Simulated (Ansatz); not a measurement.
Process, species as SMILES: CC (C2H6) -> 2 [CH3] (CH3) (the C-C bond breaks)

Quantity: bond dissociation energy (enthalpy at 298 K), in kcal/mol. Set-up: open shells spin-unrestricted; dispersion terms only where a functional's name holds one; frozen cores in correlated levels; no spin-orbit coupling; non-relativistic; LANL2DZ all-electron up to Ne; 6-311+G** with 5d; 6-31G* and kin with 6d, 5d where marked. CBS marks a two-point X^-3 extrapolation of the correlation energy; Hartree-Fock from the larger set. [CCSD(T)-MP2]/basis is that difference in the basis named. Ab initio and DFT rows: single points at B3LYP-D3(BJ) geometries (Ansatz, an electronic-structure program), with unscaled harmonic terms from B3LYP/6-31G* (Ansatz) at its own minima.

Measured values: Active Thermochemical Tables 1.112 (ions: stationary electron), as tabulated in the package chemicals; they hold spin-orbit and core effects, anharmonicity. 

Value to compare with, the measured value: 90.0 kcal/mol.

```json
[
 {"level": "PBE/STO-3G", "program": "Ansatz", "bond dissociation energy (enthalpy at 298 K) (kcal/mol)": "123.0", "error": "33.0"},
 {"level": "PBE/3-21G", "program": "Ansatz", "bond dissociation energy (enthalpy at 298 K) (kcal/mol)": "96.6", "error": "6.6"},
 {"level": "PBE/LANL2DZ", "program": "Ansatz", "bond dissociation energy (enthalpy at 298 K) (kcal/mol)": "89.2", "error": "-0.8"},
 {"level": "PBE/6-31G*", "program": "Ansatz", "bond dissociation energy (enthalpy at 298 K) (kcal/mol)": "94.2", "error": "4.2"},
 {"level": "PBE/def2-SVP", "program": "Ansatz", "bond dissociation energy (enthalpy at 298 K) (kcal/mol)": "93.8", "error": "3.8"},
 {"level": "PBE/6-311+G**", "program": "Ansatz", "bond dissociation energy (enthalpy at 298 K) (kcal/mol)": "89.6", "error": "-0.4"},
 {"level": "PBE/def2-TZVPD", "program": "Ansatz", "bond dissociation energy (enthalpy at 298 K) (kcal/mol)": "89.5", "error": "-0.5"},
 {"level": "RI-MP2/CBS(def2-TZVPPD,def2-QZVPPD)+[CCSD(T)-MP2]/def2-TZVPPD", "program": "Ansatz", "bond dissociation energy (enthalpy at 298 K) (kcal/mol)": "89.8", "error": "-0.2"}
]
```

Among the 6 habitual levels, PBE/STO-3G lies farthest from the measured value (33.0 kcal/mol); 4 of 6 lie above it, and their mean absolute error is 8.1 kcal/mol, the median 4.0. One case shows no general order.

The sets are all those run for this method; left out are runs that failed, that the program found above a lower state of the same kind, or whose <S^2> lies over 0.5 above the pure value.
